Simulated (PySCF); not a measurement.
The vertical singlet excitations below were computed for one of the candidates. Computed with TDDFT CAM-B3LYP/def2-SVPD, vertical, gas phase, core orbitals frozen in the response (PySCF 2.14.0, density-fitted response routines). Geometries: GFN2-xTB, one conformer each.

```json
{"state": "S1", "E (eV)": "4.17", "λ (nm)": "297.3", "f": "0.058"}
{"state": "S2", "E (eV)": "4.59", "λ (nm)": "270.0", "f": "0.0000"}
{"state": "S3", "E (eV)": "4.68", "λ (nm)": "264.9", "f": "0.239"}
{"state": "S4", "E (eV)": "5.39", "λ (nm)": "229.9", "f": "0.0005"}
{"state": "S5", "E (eV)": "6.46", "λ (nm)": "192.0", "f": "0.011"}
{"state": "S6", "E (eV)": "6.46", "λ (nm)": "191.8", "f": "0.463"}
{"state": "S7", "E (eV)": "6.63", "λ (nm)": "187.1", "f": "0.0076"}
{"state": "S8", "E (eV)": "6.73", "λ (nm)": "184.3", "f": "0.0023"}
```

Triplets computed (Tamm–Dancoff): 2.65, 3.36, 4.02 eV.

Problem. Which structure fits?
A. `CC#Cc1cnn(C)c1`
B. `C1(CNC1)[C@@H](C#C)C#N`
C. `CC1=CC=C(C#N)N1C`
D. `C=CCC1=NC=CC=N1`
E. `C1=CC2=NSN=C2C=C1`

Solution. E. Its S1, at 4.17 eV, is the lowest among the candidates; the nearest of the others has S1 at 4.49 eV. S1 is HOMO→LUMO (98%). Löwdin shares by element: HOMO carbon 38% or more, nitrogen 24% (atoms not listed hold the other 37%); LUMO nitrogen 31%, sulfur 24%, carbon 8% or more (atoms not listed hold the other 36%). At the same level the other candidates give, for their lowest levels:
- `C#C[C@@H](C#N)C1CNC1`: 6.18 eV (f 0.000); 6.61 eV (f 0.000); 6.88 eV (f 0.001); 6.93 eV (f 0.002); 6.99 eV (f 0.002); T1 5.48 eV; HOMO -8.39, LUMO 1.06 eV
- `C=CCc1ncccn1`: 4.49 eV (f 0.005); 4.91 eV (f 0.000); 5.75 eV (f 0.042); 5.96 eV (f 0.006); 6.13 eV (f 0.093); T1 3.98 eV; HOMO -8.75, LUMO -0.12 eV
- `Cc1ccc(C#N)n1C`: 5.44 eV (f 0.375); 5.81 eV (f 0.000); 6.05 eV (f 0.000); 6.20 eV (f 0.059); 6.86 eV (f 0.001); T1 3.64 eV; HOMO -7.68, LUMO 0.47 eV
- `CC#Cc1cnn(C)c1`: 5.73 eV (f 0.298); 6.00 eV (f 0.000); 6.09 eV (f 0.001); 6.17 eV (f 0.031); 6.20 eV (f 0.001); T1 4.17 eV; HOMO -7.47, LUMO 1.17 eV
